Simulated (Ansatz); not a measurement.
**PH$_{2}$⁻, AsH$_{2}$⁻: bond dissociation energies**

Ansatz 0.2.0, basis aug-cc-pVTZ; geometries are PBE0/def2-TZVP minima. Wave-function levels freeze the cores with the filled d shells of p-block atoms; HF, MP2 and coupled cluster are restricted for singlets and unrestricted otherwise, atoms included, restricted open-shell where a d shell is frozen. NEVPT2 and MRCISD+Q stand on CASSCF in the full valence space, and MRCISD+Q is size-consistent only roughly. The reference is CCSDT(Q) (coupled cluster only where its series has nearly closed). An error is the level's value less the reference. None of these values is a measured one. Energies are electronic, without zero-point terms. No spin–orbit coupling and no scalar relativity. The species are chosen: bound, without strong static correlation by their natural occupations or amplitudes, in their lowest spin state as far as vertical gaps and like structures tell, and with a ladder that closes on the reference, so errors are smaller than for species at large; levels whose determinant breaks symmetry or spin markedly are left out.

```json
{"species": "PH2⁻, singlet", "bonds (Å)": "P–H 1.436, angle at P 92°", "quantity": "P–H bond energy, to PH⁻ (doublet) + H", "symmetry of the states": "A1 / Π", "reference": "CCSDT(Q)", "value (kJ/mol)": "354.6", "error CCSD": "-3.8", "error CCSD(T)": "0.2", "error CCSDT": "-0.3", "error NEVPT2": "-9.6", "error MRCISD+Q": "-1.5"}
{"species": "AsH2⁻, singlet", "bonds (Å)": "As–H 1.540, angle at As 91°", "quantity": "As–H bond energy, to AsH⁻ (doublet) + H", "symmetry of the states": "A1 / Π", "reference": "CCSDT(Q)", "value (kJ/mol)": "325.1", "error CCSD": "-3.4", "error CCSD(T)": "-0.1", "error CCSDT": "-0.3", "error NEVPT2": "-9.4", "error MRCISD+Q": "-0.9"}
```

The reference falls from P to As, by 29.5 kJ/mol in all.
